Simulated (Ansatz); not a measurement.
Cost and result for the atomization energy of `FCC1(F)CC1` (12 atoms, 12 bonds).

Z-matrix (Å, degrees):
```
C
C 1 1.501
F 1 1.378 2 109.9
H 1 1.094 2 110.2 3 -119.6
H 1 1.094 2 110.2 3 119.6
C 2 1.480 1 122.7 3 -37.4
F 2 1.370 1 109.0 3 -180.0
C 2 1.480 1 122.7 3 37.4
H 6 1.082 2 116.5 1 -140.1
H 6 1.083 2 118.0 1 4.5
H 8 1.083 2 118.0 1 -4.5
H 8 1.082 2 116.5 1 140.1
```

Total charge 0; spin multiplicity 1. The structure was optimised at the PBE0-D4/def2-TZVP level. It is one conformer, not always the lowest. Program: Ansatz. All runs use 4 threads of an Arm Neoverse V2 on a shared host. Times are those of one run each, without the atoms' runs, and a repeat can differ threefold. Electronic energies, without spin–orbit coupling; frozen cores. CCSD(T)/CBS adds CCSD(T) − MP2 in def2-TZVPP to the MP2 limit, and its time is that of the two runs behind it. T1 = 0.010. B3LYP takes the VWN-RPA correlation (the form of Gaussian; ORCA's B3LYP/G).

CCSD(T)/CBS is a level of theory with its own doubt, some kJ/mol a heavy atom from the limit and from the frozen cores, so smaller differences don't rank the functionals.

```json
{"level": "PBE-D4/def2-TZVPP (with forces)", "functions": "270", "wall time": "2.3 s", "atomization (kcal/mol)": "1202.4", "difference from CCSD(T)/CBS": "39.2", "per bond": "3.3"}
{"level": "PBE0-D4/def2-TZVPP", "functions": "270", "wall time": "2.4 s", "atomization (kcal/mol)": "1177.5", "difference from CCSD(T)/CBS": "14.3", "per bond": "1.2"}
{"level": "B3LYP-D4/def2-TZVPP (with forces)", "functions": "270", "wall time": "3.8 s", "atomization (kcal/mol)": "1162.9", "difference from CCSD(T)/CBS": "-0.3", "per bond": "0.0"}
{"level": "r2SCAN-D4/def2-TZVPP (with forces)", "functions": "270", "wall time": "4 s", "atomization (kcal/mol)": "1171.0", "difference from CCSD(T)/CBS": "7.8", "per bond": "0.7"}
{"level": "B2PLYP/def2-TZVPP", "functions": "270", "wall time": "4.5 s", "atomization (kcal/mol)": "1153.4", "difference from CCSD(T)/CBS": "-9.8", "per bond": "-0.8"}
{"level": "ωB97X-V/def2-TZVPP", "functions": "270", "wall time": "6.5 s", "atomization (kcal/mol)": "1169.6", "difference from CCSD(T)/CBS": "6.4", "per bond": "0.5"}
{"level": "ωB97M-V/def2-TZVPP (with forces)", "functions": "270", "wall time": "9 s", "atomization (kcal/mol)": "1169.8", "difference from CCSD(T)/CBS": "6.6", "per bond": "0.6"}
{"level": "MP2/def2-QZVPP", "functions": "522", "wall time": "21 s", "atomization (kcal/mol)": "1179.2", "difference from CCSD(T)/CBS": "16.0", "per bond": "1.3"}
{"level": "CCSD(T)/def2-TZVPP", "functions": "270", "wall time": "3.7 min", "atomization (kcal/mol)": "1135.8", "difference from CCSD(T)/CBS": "-27.4", "per bond": "-2.3"}
{"level": "CCSD(T)/CBS(def2)", "functions": "–", "wall time": "4.1 min", "atomization (kcal/mol)": "1163.2", "difference from CCSD(T)/CBS": "0.0", "per bond": "0.0"}
```

From PBE to PBE0 (25 % exact exchange), in def2-TZVPP and without D4, the atomization energy moves by −24.0 kcal/mol: exact exchange takes away binding that semilocal exchange gives to molecules. In def2-TZVPP, CCSD(T) changes the Hartree–Fock value by +287.1 kcal/mol (the triples alone add +18.0 kcal/mol) and MP2 by +314.4 kcal/mol; breaking electron pairs costs correlation energy, which Hartree–Fock lacks. The D4 term adds +7.8 kcal/mol with B3LYP and +4.1 kcal/mol with PBE0; it sums over pairs of atoms, weighted by their polarisabilities, and B3LYP, whose exchange is more repulsive, gets the larger term.
